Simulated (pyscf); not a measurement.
**Four-centre exchange: HO–B(F)–F + hydrogen chloride (HCl) → water (H₂O) + F–B(F)–Cl**

Gas phase, singlet surface, charge 0. Bonds broken: O1–B2, Cl6–H7. Bonds formed: O1–H7, B2–Cl6. PySCF, gas phase, ωB97X-D3(BJ)/def2-SVP geometries. Correlated levels are frozen-core, on RHF or UHF. ΔMP2 is the change of the MP2 total energy from the triple- to the quadruple-zeta basis.

Transition state (Å):

```xyz
7

O     -0.2336    -0.0192     0.8843
B     -1.3114    -0.3942    -0.0692
F     -1.1896    -1.6148    -0.5898
F     -2.5071     0.1052     0.2003
H      0.3830    -0.7556     1.0166
Cl    -0.3509     1.0301    -1.4642
H      0.1370     0.7230    -0.0420
```

One imaginary mode, 1108i cm⁻¹; descent along it reached the two sides named, in the forms told below.

```tsv
bond	change	reactant side (Å)	saddle	product side
O1–B2	breaks	1.357	1.487	1.731
Cl6–H7	breaks	1.287	1.535	2.503
O1–H7	forms	2.214	1.243	0.972
B2–Cl6	forms	3.3	2.213	1.828
```

Electronic energies relative to the separated reactants (kcal/mol):

```json
[
 {"level": "ωB97X-D3(BJ)/def2-TZVP", "barrier": "20.8", "reaction energy": "+12.7", "reverse barrier": "8.1"},
 {"level": "PBE/def2-TZVP", "barrier": "15.9", "reaction energy": "+12.2", "reverse barrier": "3.7"},
 {"level": "r²SCAN/def2-TZVP", "barrier": "16.7", "reaction energy": "+13.4", "reverse barrier": "3.3"},
 {"level": "B3LYP-D3(BJ)/def2-TZVP", "barrier": "21.3", "reaction energy": "+14.1", "reverse barrier": "7.3"},
 {"level": "PBE0-D3(BJ)/def2-TZVP", "barrier": "17.7", "reaction energy": "+13.0", "reverse barrier": "4.6"},
 {"level": "M06-2X/def2-TZVP", "barrier": "20.3", "reaction energy": "+15.2", "reverse barrier": "5.2"},
 {"level": "ωB97M-D3(BJ)/def2-TZVP", "barrier": "21.1", "reaction energy": "+13.8", "reverse barrier": "7.3"},
 {"level": "HF/def2-TZVP", "barrier": "38.4", "reaction energy": "+16.9", "reverse barrier": "21.5"},
 {"level": "MP2/def2-QZVPP", "barrier": "20.9", "reaction energy": "+12.0", "reverse barrier": "9.0"},
 {"level": "CCSD/def2-TZVPP", "barrier": "26.2", "reaction energy": "+14.0", "reverse barrier": "12.1"},
 {"level": "CCSD(T)/def2-TZVPP", "barrier": "23.3", "reaction energy": "+13.4", "reverse barrier": "9.9"},
 {"level": "CCSD(T)/def2-TZVPP + ΔMP2(QZVPP)", "barrier": "23.2", "reaction energy": "+12.9", "reverse barrier": "10.2"}
]
```

With CCSD(T)/def2-TZVPP + ΔMP2(QZVPP) energies and thermal terms (ideal gas, 1 atm, RRHO with modes under 100 cm⁻¹ raised to 100, one conformer, R ln 2 for rigid chiral ones), in kcal/mol:

```
T (K)   ΔH‡   ΔG‡     ΔH     ΔG
-----  ----  ----  -----  -----
298    22.1  32.2  +13.6  +13.3
600    22.1  42.6  +13.5  +12.9
900    22.5  52.7  +13.2  +12.7
1200   22.9  62.7  +12.9  +12.6
```

On the product side the descent ends in an adduct with a B–O contact, 10.0 kcal/mol under the separated species and 18.1 kcal/mol under the saddle at ωB97X-D3(BJ)/def2-TZVP. What is counted as broken (B–O) persists as a longer contact in the product adduct; parting that adduct is a step of its own. One saddle was located; it need not be the lowest between these sides. The CCSD(T) − MP2 part came from Ansatz, without density fitting, on the same reference.
